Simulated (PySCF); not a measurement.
CHO, SMILES O=[CH], multiplicity 2. Geometry optimised at PBE0-D3(BJ)/def2-TZVPD. The isomer is the one that the SMILES or the coordinates give; other isomers of the formula were not compared.

Computed with PBE0-D3(BJ)/def2-TZVPD (PySCF).

Harmonic wavenumbers (cm⁻¹): 1104, 1969, 2687. Rotational constants (GHz): 727.7, 45.22, 42.58; symmetry number 1.

Task: Work out the zero-point energy and the ideal-gas rigid-rotor harmonic-oscillator thermochemistry at 298.15 K and 1 atm.

Result: ZPE = ½ Σ hcν = ½ × 5760 cm⁻¹ = 34.46 kJ/mol. H − E(el) = 44.44 kJ/mol. Entropy in J/(mol K): translation 150.75, rotation 67.33, vibration 0.26, spin 5.76, total 224.10. G − E(el) = -22.38 kJ/mol. Cp = 34.47 J/(mol K).
